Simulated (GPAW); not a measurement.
# C3H4O (cyclopropanone): a first try and a second

Wanted: energy and one-electron properties of C3H4O (cyclopropanone), PBE/dzp (scalar-relativistic datasets).

The calculation is run with GPAW 26.7.0.

4 further runs of the same task are left out: 2 that didn't finish, 2 set aside as unsound or not needed.

### Step 1. The structure to begin with

The species is C3H4O (8 atoms), meant as a singlet with charge 0. As SMILES, `O=C1CC1`. The coordinates come from a GFN2-xTB relaxation.

Bond lengths: O1–C2 1.190 Å, C2–C3 1.462 Å, C2–C4 1.461 Å, C3–C4 1.538 Å, C3–H5 1.080 Å, C3–H6 1.080 Å, C4–H7 1.080 Å, C4–H8 1.080 Å. Some angles: O1–C2–C3 148.2°, O1–C2–C4 148.3°, C3–C2–C4 63.5°, C2–C3–C4 58.2°, C2–C4–C3 58.3°, C2–C3–H5 119.0°, C2–C3–H6 118.9°, C4–C3–H5 118.4°, C4–C3–H6 118.3°, C2–C4–H7 118.9°.

### Step 2. Try one

Input file run.xyz:

```xyz
8

O     -1.869060     0.509560     0.865360
C     -0.821000     0.223790     0.380300
C      0.529990     0.638040     0.007180
C      0.017450    -0.786990    -0.260520
H      0.660160     1.302500    -0.833800
H      1.265290     0.779130     0.785220
H     -0.195950    -1.071190    -1.280330
H      0.413110    -1.594840     0.336590
```

Input file run.py:

```python
import numpy as np
from ase.io import read
from ase.units import Debye
from gpaw import GPAW

molecule = read("run.xyz")
molecule.center(vacuum=4.5)

calculator = GPAW(mode="lcao",
                  basis="dzp",
                  h=0.2,
                  xc="PBE",
                  maxiter=89,
                  basis_set='dzp',
                  txt="-")
molecule.calc = calculator

energy = molecule.get_potential_energy()
print(f"Energy                  {energy:.5f} eV")
forces = molecule.get_forces()
print("Forces (eV/Ang)")
for symbol, f in zip(molecule.symbols, forces):
    print(f'{symbol:2} {f[0]:9.4f} {f[1]:9.4f} {f[2]:9.4f}')
dipole = molecule.get_dipole_moment() / Debye
print(f"Dipole                  {np.linalg.norm(dipole):.3f} D")
homo, lumo = calculator.get_homo_lumo()
print(f"HOMO = {homo:.3f} eV")
print(f"LUMO                    {lumo:.3f} eV")
print(f"Gap = {lumo - homo:.3f} eV")
```

Started as:

```bash
$ python3 -u run.py | tee run.out
```

Standard output:

```text
TypeError: GPAW() got an unexpected keyword argument 'basis_set'
```

It took 0.84 s on 1 thread of Intel Xeon at 2.70GHz, shared host; peak memory 0.093 GiB.

### Step 3. Reading the log

The program refused the input.

The log says `TypeError: GPAW() got an unexpected keyword argument 'basis_set'`. Cause: wrong keyword.

### Step 4. The mended input

run.xyz is that of step 2.

Input file calc.py:

```python
import numpy as np
from ase.io import read
from ase.units import Debye
from gpaw import GPAW

# Geometry
mol = read('run.xyz')
mol.center(vacuum=4.5)

# Calculator
calculator = GPAW(mode='lcao', basis='dzp', h=0.2, xc='PBE', maxiter=100, txt='-')
mol.calc = calculator

energy = mol.get_potential_energy()
print(f'Energy: {energy:.5f} eV')
forces = mol.get_forces()
print('Forces (eV/Ang)')
for symbol, f in zip(mol.symbols, forces):
    print(f'{symbol:2} {f[0]:9.4f} {f[1]:9.4f} {f[2]:9.4f}')
dipole = mol.get_dipole_moment() / Debye
print(f'Dipole = {np.linalg.norm(dipole):.3f} D')
homo, lumo = calculator.get_homo_lumo()
print(f'HOMO = {homo:.3f} eV')
print(f'LUMO = {lumo:.3f} eV')
print(f'Gap: {lumo - homo:.3f} eV')
```

Started as:

```bash
$ OMP_NUM_THREADS=1 python calc.py
```

Standard output:

```text
[...]
Number of symmetries: 1
[...]
  Number of IBZ points: 1
[...]
basis functions: 72
Spin-components: 1 (collinear spins)
Bands:           18
[...]
  Valence electrons: 22.0
[...]
  Grid points: [60 60 56]
  Charge: 0.0  # |e|
[...]
    cutoffs:
[...]
occupation numbers:
  # Zero width
[...]
xc functional:
  name: PBE with 2 nearest neighbor stencil
[...]
|iter     |     time |      energy | eigst |  dens |
[...]
|iter:   1| 00:00:06 |  -46.557918 |      c|       |
[...]
|iter:   9| 00:00:13 |  -44.547895c|      c| -4.18c|
Converged in 9 steps
[...]
Energy contributions relative to reference atoms: (reference = -5173.697297)
Energy contributions:
  Kinetic:          40.705423
  Coulomb:         -42.083246
  Zero:              0.667421
  External:          0.000000
  Xc:              -43.837493
  Entropy:           0.000000
  Spinorbit:         0.000000
  ----------------------------
  Free energy:     -44.547895
  Extrapolated:    -44.547895
dipole moment: (0.438440, -0.119628, -0.203027)  # |e|*Ang
Fermi level: -3.537
Eigenvalues  # (at kpt = [0.000, 0.000, 0.000])
| band index |      eig [eV] | occ [0-2] |
|------------|---------------|-----------|
|          0 |       -26.533 |     2.000 |
|        ... |               |           |
|          3 |       -13.621 |     2.000 |
|          4 |       -12.421 |     2.000 |
|          5 |       -11.272 |     2.000 |
|          6 |       -10.033 |     2.000 |
|          7 |        -9.385 |     2.000 |
|          8 |        -9.175 |     2.000 |
|          9 |        -8.093 |     2.000 |
|         10 |        -5.252 |     2.000 |
|         11 |        -1.823 |     0.000 |
|         12 |         1.850 |     0.000 |
[...]
Gap: 3.428 eV
Transition (v -> c):
[...]
Forces (eV/Ang)
O    -2.5351    0.6476    1.1609
C     1.2384   -0.3583   -0.5922
C     0.2905    0.3118    0.0145
C     0.0088   -0.3971   -0.1437
H     0.0971    0.5954   -0.8133
H     0.6779    0.0951    0.7379
H    -0.1874   -0.2345   -0.9559
H     0.3927   -0.7130    0.5926
Dipole = 2.391 D
HOMO = -5.252 eV
LUMO = -1.823 eV
Gap: 3.428 eV
```

Wall time 14 s (1 thread of Intel Xeon at 2.70GHz, shared host); peak memory 0.51 GiB.

### Step 5. Summary of results

Level: PBE/dzp (scalar-relativistic datasets).

| quantity | value |
| --- | --- |
| energy as printed (from the program's reference atoms) | -44.5479 eV |
| dipole moment | 2.39 D |
| HOMO energy | -5.25 eV |
| LUMO energy | -1.82 eV |
| HOMO–LUMO gap | 3.43 eV |
